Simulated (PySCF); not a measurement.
1,1,2-trichloroethane (SMILES ClC(CCl)Cl)

Geometry (Å), atoms numbered from 1 in this order:
```xyz
8

Cl   -1.7785   -0.8863    0.8420
C    -0.7489    0.2184   -0.0842
C     0.6978   -0.2119   -0.0351
Cl    1.3718   -0.0741    1.5902
Cl    1.6062    0.7920   -1.1835
H    -0.8610    1.2209    0.3249
H    -1.0908    0.2003   -1.1179
H     0.8199   -1.2466   -0.3456
```

The calculation used PySCF 2.14.0, quadratic response CAM-B3LYP/aug-cc-pVTZ first hyperpolarisability, Taylor convention, gas phase. Geometry: PBE0-D3(BJ)/def2-TZVP.

(1) What is the first hyperpolarisability, and how does it disperse?

(2) Which lowest excitations, dipole and polarisabilities go with it?

Results:

(1) In au, Taylor convention; the vector part is βᵢ = ⅓ Σⱼ (βᵢⱼⱼ + βⱼᵢⱼ + βⱼⱼᵢ); β∥ is 3/5 of the vector part along the dipole, the dipole points from − to +:
| process | λ (nm) | β vector norm | β∥ | β HRS | depolarisation ratio |
| --- | --- | --- | --- | --- | --- |
| static β(0;0,0) | ∞ | 20.9 | -11.6 | 10.1 | 3.36 |
| second harmonic β(−2ω;ω,ω) | 1907 | 21.9 | -12.2 | 10.5 | 3.41 |
| Pockels β(−ω;ω,0) | 1907 | 21.2 | -11.8 | – | – |
| second harmonic β(−2ω;ω,ω) | 1064 | 24.1 | -13.4 | 11.4 | 3.52 |
| Pockels β(−ω;ω,0) | 1064 | 21.9 | -12.2 | – | – |

(2) S1 7.07 eV (f = 0.007); S2 7.12 eV (f = 0.008); S3 7.33 eV (f = 0.003); dipole 1.27 D; isotropic α 68.1 au static, 68.3 au at 1907 nm, 68.6 au at 1064 nm, 68.8 au at 953.5 nm, 70.2 au at 532 nm.
